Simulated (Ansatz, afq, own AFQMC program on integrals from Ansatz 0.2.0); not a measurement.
# MoNH$_{2}$⁺, singlet → MoNH2⁺, triplet

```xyz
4

Mo    0.0000    0.0000    0.2753
N     0.0000    0.0000   -1.5745
H     0.0000    0.8341   -2.1638
H     0.0000   -0.8341   -2.1638
```

Connectivity, by distances: Mo–NH2.

E(triplet, charge +1) − E(singlet, charge +1) at this geometry, on RHF and ROHF determinants.

Basis def2-TZVP with its core potentials. Only valence electrons are correlated. AFQMC by an in-house program on the Cholesky factors that Ansatz 0.2.0 writes for its CCSD(T) run. The CISD trial takes its coefficients from CCSD amplitudes. Released means that phaseless walkers are propagated on without the constraint, phases kept. Error bars are statistical, one sigma. No spin–orbit coupling. The metal's outer-core s and p shells are frozen, which shifts wave-function levels against functionals. The errors of all members are added in quadrature.

No full CI on the walks' own integrals is used here; CCSDT(Q) serves as the reference and is uncertain by about the last step of the cluster series. Each member takes its own surest rung, up to full CI.

Errors are counted within def2-TZVP, not against nature.

Cautions: no spin-orbit coupling; outer-core shells of the metal frozen; MoNH₂⁺ (singlet): another spin lies lower, restricted determinant unstable towards unrestricted (UHF 1.18 eV lower, ⟨S²⟩ 1.90), the released energies are still falling, so no released level is given (meV from the phaseless value at times in 1/Eh: -28 ± 9 at 0.60, -41 ± 10 at 1.20, -74 ± 18 at 2.00, -46 ± 33 at 3.00, -52 ± 81 at 4.20), its ph-AFQMC/CISD value lies 37 ± 9 meV above CCSDT(Q); MoNH₂⁺ (triplet): higher spins were not checked, a spin-contaminated unrestricted determinant lies lower (UHF 760 meV lower, ⟨S²⟩ 3.13), the released energies move by 1.5 errors or more from one time to the next, so no released level is given (meV from the phaseless value at times in 1/Eh: -25 ± 8 at 0.60, -18 ± 9 at 1.20, -40 ± 13 at 2.00, -34 ± 21 at 3.00, -57 ± 52 at 4.20), though the last usable value meets CCSDT(Q) within the noise, its ph-AFQMC/CISD value lies 60 ± 7 meV above CCSDT(Q).

| level | vertical spin gap (eV) |
| --- | --- |
| CCSD | -0.855 |
| MP2 | -0.857 |

Problem. From these cheaper values, estimate the vertical spin gap at the reference level in def2-TZVP.

Solution. -0.833 eV (CCSDT(Q) in def2-TZVP).

| level | vertical spin gap (eV) | error against CCSDT(Q) (eV) |
| --- | --- | --- |
| HF | -0.991 | -0.158 |
| CCSD(T) | -0.844 | -0.011 |
| CCSDT | -0.846 | -0.013 |
| ph-AFQMC/HF | -0.543 ± 0.064 | 0.290 ± 0.064 |
| ph-AFQMC/CISD | -0.810 ± 0.012 | 0.023 ± 0.012 |

Correlation beyond CCSD(T) adds 0.011 eV. The perturbative (T) step is worth +0.011 eV.

A walk keeps the symmetry of its determinant, which the program's search chose and which needn't be the lowest solution, so a lower state of the same spin and another symmetry isn't excluded.
